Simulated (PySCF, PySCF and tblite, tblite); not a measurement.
**C2H2F2O2: conformers and averaged spectra**

Which conformers does C2H2F2O2 (`O=C(O)C(F)F`) populate, and what do their averaged NMR parameters look like?

Programs: PySCF 2.14.0 with density-fitted response routines of our own, and tblite 0.8.0. All values are computed, except where a source is named. Atoms count from 0 throughout.

## 1. The molecule as given

8 atoms, charge 0, multiplicity 1; geometry from: MMFF94s geometry.

Bonds of the start (Å): C1–C3 1.51, C1–O2 1.37, C3–F4 1.36, C3–F5 1.37, C3–H7 1.08, O0–C1 1.22, O2–H6 0.98.

## 2. GFN2-xTB relaxation, conformer 1

Job settings and geometry (Å):

```
{"job": {"xc": "GFN2-xTB", "basis": "xTB", "kind": "relax"}, "charge": 0, "multiplicity": 1}
O      0.865000     1.334800    -0.729500
C      0.490100     0.306600    -0.197200
O      1.434200    -0.617100     0.177500
C     -0.935100    -0.128500     0.075000
F     -1.792300     0.915000     0.217600
F     -1.064000    -0.861400     1.229800
H      2.282600    -0.188900    -0.052800
H     -1.271400    -0.751100    -0.745000
```

The run is started by

```console
$ OMP_NUM_THREADS=1 python ens_run.py task.json out
```

The driver reads the study from task.json and runs its stages one after another.

The program printed:

```text
step      E/eV     max force
  0    -622.67894    2.565
  1    -622.76046    2.200
  2    -622.78775    1.239
  3    -622.80436    0.487
  4    -622.81931    0.395
  5    -622.83909    0.517
  6    -622.84605    0.340
  7    -622.84882    0.177
  8    -622.84996    0.136
  9    -622.85053    0.095
 10    -622.85087    0.064
 11    -622.85134    0.082
 12    -622.85186    0.106
 13    -622.85227    0.077
 14    -622.85251    0.047
 15    -622.85268    0.045
 16    -622.85286    0.064
 17    -622.85299    0.047
 18    -622.85304    0.016
 19    -622.85304    0.016
 20    -622.85305    0.022
 21    -622.85306    0.011
 22    -622.85307    0.005
 23    -622.85307    0.005
 24    -622.85308    0.007
 25    -622.85308    0.010
 26    -622.85309    0.010
 27    -622.85310    0.013
 28    -622.85311    0.013
 29    -622.85313    0.015
 30    -622.85317    0.028
 31    -622.85324    0.045
 32    -622.85336    0.061
 33    -622.85354    0.064
 34    -622.85379    0.050
 35    -622.85400    0.037
 36    -622.85418    0.074
 37    -622.85427    0.056
 38    -622.85434    0.054
 39    -622.85438    0.014
 40    -622.85439    0.013
 41    -622.85444    0.026
 42    -622.85447    0.030
 43    -622.85451    0.025
 44    -622.85453    0.014
 45    -622.85454    0.011
 46    -622.85455    0.011
 47    -622.85456    0.013
 48    -622.85457    0.014
 49    -622.85458    0.009
 50    -622.85458    0.004
 51    -622.85458    0.002
```

It took 0.14 s on 1 thread of Intel Xeon Platinum 8488C, shared host.

The energy fell by 0.176 eV, and the atoms moved 0.15 Å (root mean square).

## 3. DFT optimisation, conformer 1: PBE0-D3(BJ)/def2-SVP

Job settings and geometry (Å):

```
{"job": {"kind": "geom", "xc": "PBE0", "basis": "def2-SVP", "d3": "d3bj", "grid": 1, "maxiter": 40}, "charge": 0, "multiplicity": 1}
O      0.796780     1.460505    -0.535024
C      0.514662     0.360284    -0.173438
O      1.374169    -0.624688     0.043448
C     -0.926204    -0.139737     0.074746
F     -1.792924     0.886929     0.061440
F     -1.018748    -0.732488     1.284039
H      2.291639    -0.330606    -0.086510
H     -1.230316    -0.870785    -0.693265
```

The program printed:

```text
step   0  E = -426.79752833  max force = 0.009448
step   1  E = -426.79700732  max force = 0.017408
step   2  E = -426.79815882  max force = 0.005860
step   3  E = -426.79836301  max force = 0.004676
step   4  E = -426.79831226  max force = 0.006013
step   5  E = -426.79842876  max force = 0.000868
step   6  E = -426.79843532  max force = 0.000368
optimisation converged
```

Run time: 16 s. Hardware: 1 thread of Intel Xeon Platinum 8488C, shared host; peak memory 0.4 GiB.

The energy fell by 0.025 eV, and the atoms moved 0.07 Å (root mean square).

## 4. Shieldings, conformer 1: PBE0/pcSseg-1

Job settings and geometry (Å):

```
{"job": {"xc": "PBE0", "basis": "pcSseg-1", "kind": "nmr", "pop": true}, "charge": 0, "multiplicity": 1}
O     -0.041257     1.269366    -1.168835
C      0.067458     0.232679    -0.583227
O      0.396890    -0.931044    -1.135734
C     -0.226031     0.064041     0.909956
F     -0.198047     1.262462     1.499239
F      0.693631    -0.735506     1.478725
H      0.539134    -0.767536    -2.081645
H     -1.225219    -0.389058     1.052513
```

The program printed:

```text
coarse grid: 7760 points
cycle   1  E = -426.8021710201  dE =  1.144e+00  |g| = 1.105e+00  |ddm| = 2.504e+00
cycle   2  E = -426.3120258156  dE =  4.901e-01  |g| = 2.005e+00  |ddm| = 1.784e+00
cycle   3  E = -426.9992399076  dE = -6.872e-01  |g| = 3.134e-01  |ddm| = 1.304e+00
cycle   4  E = -427.0151279798  dE = -1.589e-02  |g| = 1.072e-01  |ddm| = 2.320e-01
cycle   5  E = -427.0170460327  dE = -1.918e-03  |g| = 1.563e-02  |ddm| = 6.248e-02
cycle   6  E = -427.0170946732  dE = -4.864e-05  |g| = 4.239e-03  |ddm| = 1.305e-02
cycle   7  E = -427.0170979948  dE = -3.322e-06  |g| = 1.012e-03  |ddm| = 3.021e-03
final grid: 78784 points
cycle   8  E = -427.0848692896  dE = -1.925e-05  |g| = 1.082e-02  |ddm| = 1.556e-02
cycle   9  E = -427.0848278572  dE =  4.143e-05  |g| = 1.882e-02  |ddm| = 1.526e-02
cycle  10  E = -427.0848883681  dE = -6.051e-05  |g| = 2.222e-03  |ddm| = 1.047e-02
cycle  11  E = -427.0848892403  dE = -8.722e-07  |g| = 2.528e-04  |ddm| = 1.324e-03
cycle  12  E = -427.0848892500  dE = -9.691e-09  |g| = 7.925e-05  |ddm| = 1.852e-04
cycle  13  E = -427.0848892512  dE = -1.213e-09  |g| = 1.352e-05  |ddm| = 6.549e-05
cycle  14  E = -427.0848892513  dE = -2.910e-11  |g| = 4.291e-06  |ddm| = 1.132e-05
converged SCF energy = -427.0848892513

GIAO shielding tensors (ppm)
atom      isotropic    diamagn.    paramagn.     s11        s22        s33       span
  0 O     -106.813     400.160    -506.974   -349.676   -260.157    289.394    639.071
  1 C       16.775     251.403    -234.628    -86.197     61.353     75.169    161.366
  2 O      129.603     391.615    -262.012    -30.595    173.309    246.095    276.690
  3 C       74.508     237.882    -163.374     52.600     74.908     96.015     43.415
  4 F      325.046     469.142    -144.096    220.865    345.468    408.805    187.940
  5 F      323.753     470.690    -146.936    206.372    352.361    412.527    206.155
  6 H       25.187      29.995      -4.808     20.229     22.257     33.076     12.846
  7 H       25.482      26.387      -0.905     22.362     25.310     28.775      6.413
```

It took 8 s on 1 thread of Intel Xeon Platinum 8488C, shared host; peak memory 0.56 GiB.

This run: HOMO -8.77 eV, LUMO -0.73 eV; dipole 2.47 D.

Orbitals, density, ELF and potential are computed afterwards from the orbital file.

Frontier orbitals at PBE0/pcSseg-1, with the share of their density that lies nearest to each atom:

```
orbital  energy (eV)                    lies on
   HOMO        -8.77    O0 63 %; O2 9 %; C3 8 %
   LUMO        -0.73  C1 43 %; O0 26 %; O2 10 %
```

ELF in a plane through or near 6 of the atoms.

Values, 10 rows by 14 columns:
```
0.00 0.00 0.00 0.00 0.00 0.00 0.00 0.00 0.00 0.00 0.00 0.00 0.00 0.00
0.00 0.00 0.00 0.00 0.00 0.03 0.07 0.01 0.00 0.00 0.00 0.00 0.00 0.00
0.00 0.00 0.00 0.02 0.42 0.72 0.82 0.53 0.00 0.14 0.04 0.00 0.00 0.00
0.00 0.00 0.00 0.18 0.81 0.82 0.50 0.35 0.28 0.86 0.66 0.10 0.00 0.00
0.00 0.00 0.00 0.06 0.05 0.38 0.11 0.70 0.46 0.77 0.80 0.23 0.00 0.00
0.00 0.00 0.28 0.94 0.86 0.73 0.43 0.92 0.62 0.37 0.09 0.02 0.00 0.00
0.00 0.00 0.05 0.62 0.75 0.57 0.58 0.07 0.61 0.50 0.11 0.00 0.00 0.00
0.00 0.00 0.00 0.02 0.32 0.67 0.24 0.08 0.62 0.56 0.12 0.00 0.00 0.00
0.00 0.00 0.00 0.00 0.00 0.01 0.00 0.00 0.03 0.01 0.00 0.00 0.00 0.00
0.00 0.00 0.00 0.00 0.00 0.00 0.00 0.00 0.00 0.00 0.00 0.00 0.00 0.00
```
The map spans 9.7 Å across and 8.2 Å up, centred on the molecule. Atoms in the plane (x, y in Å): O0 (-0.9, 1.5), C1 (-0.5, 0.3), O2 (-1.3, -0.7), C3 (0.9, -0.1), F4 (1.7, 0.9), H6 (-2.2, -0.4).

On the surface of density 0.002 e/bohr³ the electrostatic potential runs, from the 1st to the 99th percentile, from -1.41 V near O0 to 2.89 V near H6.

## 5. Couplings, conformer 1: B3LYP/pcJ-1

Changed since step 4:

```diff
@@ -1,2 +1,2 @@
-{"job": {"xc": "PBE0", "basis": "pcSseg-1", "kind": "nmr", "pop": true}, "charge": 0, "multiplicity": 1}
+{"job": {"xc": "B3LYP", "basis": "pcJ-1", "kind": "j"}, "charge": 0, "multiplicity": 1}
 O     -0.041257     1.269366    -1.168835
```

The program printed:

```text
coarse grid: 7760 points
cycle   1  E = -427.2496565803  dE =  1.116e+00  |g| = 1.192e+00  |ddm| = 2.453e+00
cycle   2  E = -426.5871589187  dE =  6.625e-01  |g| = 2.289e+00  |ddm| = 1.953e+00
cycle   3  E = -427.4624570674  dE = -8.753e-01  |g| = 3.831e-01  |ddm| = 1.472e+00
cycle   4  E = -427.4854194846  dE = -2.296e-02  |g| = 1.398e-01  |ddm| = 2.779e-01
cycle   5  E = -427.4885475006  dE = -3.128e-03  |g| = 2.217e-02  |ddm| = 7.737e-02
cycle   6  E = -427.4886451981  dE = -9.770e-05  |g| = 5.503e-03  |ddm| = 1.824e-02
cycle   7  E = -427.4886507508  dE = -5.553e-06  |g| = 1.050e-03  |ddm| = 3.803e-03
final grid: 78784 points
cycle   8  E = -427.5577554759  dE = -1.791e-04  |g| = 6.477e-03  |ddm| = 1.155e-02
cycle   9  E = -427.5577406922  dE =  1.478e-05  |g| = 1.115e-02  |ddm| = 8.244e-03
cycle  10  E = -427.5577604845  dE = -1.979e-05  |g| = 1.786e-03  |ddm| = 6.254e-03
cycle  11  E = -427.5577608685  dE = -3.840e-07  |g| = 1.056e-03  |ddm| = 1.496e-03
cycle  12  E = -427.5577610422  dE = -1.737e-07  |g| = 7.866e-05  |ddm| = 5.393e-04
cycle  13  E = -427.5577610431  dE = -8.779e-10  |g| = 2.903e-05  |ddm| = 5.526e-05
converged SCF energy = -427.5577610431

Indirect spin-spin couplings (Hz)
  i      j    bonds     total        FC       PSO       DSO        SD
  0 O    1 C    1     28.624    17.545    14.052    -0.117    -2.856
  0 O    2 O    2     -7.669    -0.857    -8.042    -0.039     1.269
  0 O    3 C    2     -3.906    -3.513     0.065     0.007    -0.465
  0 O    4 F    3     -0.462    -2.072     1.880    -0.003    -0.266
  0 O    5 F    3      4.499     0.173     3.843     0.235     0.248
  0 O    6 H    3      2.390    -0.870     2.658     0.023     0.579
  0 O    7 H    3     -0.941    -0.695    -0.296     0.194    -0.144
  1 C    2 O    1     33.994    26.676     7.198    -0.157     0.277
  1 C    3 C    1     81.823    81.372    -1.023     0.438     1.037
  1 C    4 F    2     32.882    33.311    -1.801     0.198     1.174
  1 C    5 F    2     26.052    28.705    -3.951     0.202     1.096
  1 C    6 H    2     -6.608    -4.871    -1.230    -0.369    -0.139
  1 C    7 H    2      5.148     4.939    -0.099     0.256     0.051
  2 O    3 C    2    -24.421   -24.553     0.072    -0.034     0.095
  2 O    4 F    3     -0.975    -1.312     0.546     0.219    -0.428
  2 O    5 F    3     -0.070    -1.205     1.117    -0.066     0.084
  2 O    6 H    1    -76.993   -66.812    -9.810    -0.372     0.001
  2 O    7 H    3      0.984     1.013    -0.061     0.024     0.008
  3 C    4 F    1   -311.452  -304.235   -19.592     1.078    11.297
  3 C    5 F    1   -319.421  -320.084   -13.379     1.087    12.954
  3 C    6 H    3      9.449     9.426     0.583    -0.627     0.066
  3 C    7 H    1    186.482   185.743    -1.083     1.552     0.269
  4 F    5 F    2    259.898    37.510   133.296    -0.704    89.796
  4 F    6 H    4      3.585     3.936     1.664    -2.068     0.053
  4 F    7 H    2     59.226    62.249     1.279    -0.994    -3.309
  5 F    6 H    4      0.644     0.442     2.468    -2.256    -0.011
  5 F    7 H    2     59.479    61.940     1.900    -0.919    -3.442
  6 H    7 H    4     -0.761    -0.630     2.200    -2.329    -0.002
```

It took 19 s on 1 thread of Intel Xeon Platinum 8488C, shared host; peak memory 0.77 GiB.

Key values: HOMO -8.50 eV, LUMO -1.01 eV; dipole 2.47 D.

## 6. Averages: properties at PBE0/pcSseg-1

Job settings and geometry (Å):

```
{"job": {"study": "conf", "smiles": "O=C(O)C(F)F", "search": {"seed": 9492, "n_embed": 90, "ff_keep": 18, "window": 3.0, "nmax": 5, "temps": [250, 273.15, 298.15, 323.15, 373.15], "t_ref": 298.15, "order": 0.002, "geom": true}, "level": {"nmr": {"xc": "PBE0", "basis": "pcSseg-1"}, "j": {"xc": "B3LYP", "basis": "pcJ-1"}}, "kind": "conf"}, "charge": 0, "multiplicity": 1}
O     -0.041257     1.269366    -1.168835
C      0.067458     0.232679    -0.583227
O      0.396890    -0.931044    -1.135734
C     -0.226031     0.064041     0.909956
F     -0.198047     1.262462     1.499239
F      0.693631    -0.735506     1.478725
H      0.539134    -0.767536    -2.081645
H     -1.225219    -0.389058     1.052513
```

The program printed:

```text
conformer  sym    E(xTB)   E(DFT)   G(298.15 K)  weight  dipole/D
    1     C1      0.000    0.000    0.000   1.0000    2.466

mean shielding (ppm) by class
class atoms           250 K   273.15 K   298.15 K   323.15 K   373.15 K
  0 O  0           -106.813   -106.813   -106.813   -106.813   -106.813
  1 C  1             16.775     16.775     16.775     16.775     16.775
  2 O  2            129.603    129.603    129.603    129.603    129.603
  3 C  3             74.508     74.508     74.508     74.508     74.508
  4 F  4,5            324.4      324.4      324.4      324.4      324.4
  5 H  6             25.187     25.187     25.187     25.187     25.187
  6 H  7             25.482     25.482     25.482     25.482     25.482
```

It took 28 s on 1 thread of Intel Xeon Platinum 8488C, shared host. This counts the runs that the step sums up.

The search (ETKDG and KDG, MMFF94s, GFN2-xTB) embedded 90 structures, kept 1 distinct ones after the force field and 1 after xTB; 1 was carried on (window 3.0 kcal/mol at the search's own energies). Energies: PBE0/pcSseg-1 with D3(BJ).

Conformer by conformer (298 K):

```
no.  group  mirror pair  ΔE xTB  ΔE DFT    ΔG  weight (%)  μ (D)  O0–C1–O2–H6 (°)  O2–C1–C3–F4 (°)     A, B, C (GHz)
  1     C1          yes    0.00    0.00  0.00       100.0   2.47                1              164  5.54, 3.44, 2.23
```

Energies in kcal/mol. ΔG holds xTB vibrations and rotation, symmetry numbers and mirror pairs.

Shifts against references run at the same level ($^{17}$O H2O 334.6, $^{13}$C TMS 184.4, $^{19}$F CFCl3 177.2, $^{1}$H TMS 31.27 ppm of shielding), by class of atoms, at 298 K:

```
 atoms                                           environment  average  measured
    C1                                carboxylic acid carbon    167.6         –
    C3                 sp3 CH bonded to 2 F, α to a carbonyl    109.9         –
    H6                   hydrogen on an acid hydroxyl oxygen     6.08         –
    H7  hydrogen on an sp3 CH bonded to 2 F, α to a carbonyl     5.79         –
    O0                                       carbonyl oxygen    441.4         –
    O2                                  acid hydroxyl oxygen    205.0         –
F4, F5                               fluorine of a CF2 group   -147.2    -127.0
```

Measured: Wikipedia, Fluorine-19 nuclear magnetic resonance spectroscopy.

Couplings (Hz, B3LYP/pcJ-1; one pair named for each class), from conformers that hold 100 % of the weight:

```
 pair  bonds  average
C3–F4      1   -315.4
C3–H7      1    186.5
C1–C3      1     81.8
O2–H6      1    -77.0
C1–O2      1     34.0
O0–C1      1     28.6
F4–F5      2    259.9
F4–H7      2     59.4
C1–F4      2     29.5
O2–C3      2    -24.4
O0–O2      2     -7.7
C1–H6      2     -6.6
C1–H7      2      5.2
O0–C3      2     -3.9
C3–H6      3      9.4
O0–H6      3      2.4
O0–F4      3      2.0
O2–H7      3      1.0
O0–H7      3     -0.9
O2–F4      3     -0.5
F4–H6      4      2.1
H6–H7      4     -0.8
```

Effective distances for nuclear Overhauser effects, ⟨r⁻⁶⟩^(−1/6) over all pairs of two classes (Å): H6···H7 3.62.

## 7. What came out

| quantity | value |
| --- | --- |
| conformers | 1; the first in weight is no. 1 (C1), 100 % at 298 K |
| root-mean-square dipole | 2.47 D |
| averaged $^{13}$C shifts (PBE0/pcSseg-1) | 167.6, 109.9 ppm |
| averaged $^{1}$H shifts (PBE0/pcSseg-1) | 6.08, 5.79 ppm |
| averaged $^{19}$F shifts (PBE0/pcSseg-1) | -147.2 ppm |

The search found one conformer in the window, so the averages are its own values. Against 1 measured $^{19}$F shift the average misses by 20.2 ppm. Vibration and solvent are missing from the shifts, so part of that gap is not the functional's. Protons on O, N, S or Se exchange and bind to solvent, so their values hold for the lone molecule only.
